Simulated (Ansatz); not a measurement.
# How methods differ on SiNH4O (SMILES N[SiH]O)

The species is SiNH4O (7 atoms), meant as a doublet with charge 0. SMILES: `N[SiH]O`. Geometry: optimised at r2SCAN/def2-SVP. This is one conformer, not always the lowest.

Each level gives the adiabatic electron affinity (to the singlet anion, shapes relaxed at r2SCAN/def2-SVP, no zero-point term) (eV). The values are calculated.

The electron affinity is E(neutral) − E(anion): positive where the electron is bound.

```csv
level,kind,program,value (eV),less CCSD(T)/def2-TZVP,CPU time (all runs)
USVWN5/def2-TZVP,LDA,Ansatz,0.81,+0.17,2.2 s
UBLYP/def2-TZVP,GGA,Ansatz,0.64,0.00,4.4 s
UPBE/def2-TZVP,GGA,Ansatz,0.69,+0.05,4.4 s
U-r2SCAN/def2-TZVP,meta-GGA,Ansatz,0.52,-0.12,9.1 s
UB3LYP/def2-TZVP,global hybrid,Ansatz,0.72,+0.08,5.1 s
UPBE0-D4/def2-TZVP,global hybrid,Ansatz,0.62,-0.02,4.6 s
RPA@PBE/def2-TZVP,RPA,Ansatz,0.91,+0.27,8.4 s
UCCSD(T)/def2-TZVP,coupled cluster or CI,Ansatz,0.64,0.00,54 s
```

Differences are taken from UCCSD(T)/def2-TZVP for orientation; it has basis-set and higher-order errors of its own. Sets without diffuse functions describe the anion poorly, and affinities from them come out too low, at high levels too. The values span 0.52 to 0.91 eV. Times are those of the runs behind each value, whatever else they computed, on shared processors of several kinds: orders of magnitude only.
